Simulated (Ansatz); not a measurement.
**hcp Re**

Computed with PBEsol (Ansatz, a first-principles code, PAW).

Numerical settings: plane-wave cutoff 500 eV, 5×5×5 k mesh, Fermi–Dirac smearing 0.1 eV, cell of 36 sites, scalar-relativistic PAW data made under PBE.

Cell: relaxed at this level.

vacancy formation energy: 3.76 eV
vacancy formation energy before relaxation: 3.84 eV

Note: energies are extrapolated to zero smearing, and mesh and cell size move such values by some hundredths of an eV or more.

Spin–orbit coupling is not included.

The computed numbers hold no vibrational or temperature effects.

Cost on a shared machine: roughly 26 core-minutes.
